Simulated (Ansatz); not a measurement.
**Pyrite RuS2**

Computed with PBE0 (PAW; Ansatz, an electronic-structure program).

Run with plane-wave cutoff 500 eV, 4×4×4 k mesh, gaussian smearing 0.02 eV, no spin polarisation, scalar-relativistic PAW data made under PBE.

Cell (relaxed with r²SCAN):

Space group Pa-3 (No. 205); a = b = c = 5.6319 Å, α = β = γ = 90.00°

```csv
atom,site,symmetry,x,y,z
Ru,4a,.-3.,0.0000,0.0000,0.0000
S,8c,.3.,0.3879,0.3879,0.3879
```

```json
{
  "band_gap": "2.47 eV (on the SCF k mesh)"
}
```

Note: cell and atoms aren't relaxed at this level (largest force component 0.26 eV/Å, pressure -3.3 GPa).

Spin–orbit coupling is not included.

The computed numbers hold no vibrational or temperature effects.

Cost on a shared machine: very roughly 7 core-minutes.
